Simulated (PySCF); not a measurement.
**Structure revision by computed shifts**

A compound C₅H₃N gives the data below (simulated from a calculation) and was assigned the structure `C=CC#CC#N`.

$^{13}$C{$^{1}$H} NMR (computed): δ 136.7 (CH), 120.3 (C), 119.1 (CH), 105.0 (CH), 81.2 (C).

$^{1}$H NMR (400 MHz, computed): δ 6.17 (dd, J = 13.2, 4.1 Hz, 1H), 5.59 (dd, J = 13.2, 1.6 Hz, 1H), 4.06 (dd, J = 4.1, 1.6 Hz, 1H).

[PySCF 2.14: geometry: PBE0-D3(BJ)/def2-SVP; J: B3LYP/pcJ-1; shieldings: GIAO PBE0/pcSseg-1; no relativistic terms; gas phase; single conformer]

Chemical shifts δ = σref − σ; TMS for $^{1}$H (σ = 31.27 ppm), $^{13}$C (σ = 184.41 ppm), all at this level.

**Question.** Compare with the shifts computed for the proposed structure, pairing carbons in order of shift.

**Answer.** Atoms are numbered as in `[CH2:1]=[CH:2][C:3]#[C:4][C:5]#[N:6]`. Hydrogens are named by the atom that carries them.

| atom | computed for proposal | given list | difference |
| --- | --- | --- | --- |
| C1 | 148.8 | 136.7 | +12.1 |
| C2 | 121.9 | 120.3 | +1.6 |
| C5 | 111.2 | 119.1 | -7.9 |
| C3 | 81.1 | 105.0 | -23.9 |
| C4 | 75.2 | 81.2 | -6.0 |

The rms difference is 12.8 ppm and the largest -23.9 ppm at C3 (alkyne carbon). The carbon types in order of shift don't match either: CH2, CH, C, C, C for the proposal against CH, C, CH, CH, C in the data. The proposal doesn't fit.

**Question.** Which isomer fits?

**Answer.** `C#C/C=C\C#N`.

Carbon types of the structure: 2 × C, 3 × CH, which accounts for all hydrogens. δC 136.7, 119.1: alkene CH; as expected for a trigonal carbon in a double bond. δC 120.3: nitrile carbon; typical of a nitrile. δC 105.0: terminal alkyne carbon; sp carbons lie upfield of alkene carbons because the cylindrical π system leaves one tensor component strongly shielded. δC 81.2: alkyne carbon; the triple bond shields along its axis, which puts it between sp3 and sp2 carbons. The protons at 6.17 and 5.59 share a coupling of 13.2 Hz (vicinal, cis across C=C).

Other isomers checked: C=C=C=CC#N (rms 39.7 ppm).

The data come from this structure; uniqueness wasn't tested.

Splittings below 1 Hz are ignored in the labels, and close J values are merged. Unscaled 3J(H,H) at this level run about 10 % above measured values. Shifts are as computed. Against solution values, carbons near 30 ppm lie about +2 ppm off and those near 130 ppm about +5 ppm. Of 1211 compounds with measured shifts, 218 miss one by over three times the rms of a fit or turn the order of signals round; such compounds aren't used in these exercises.
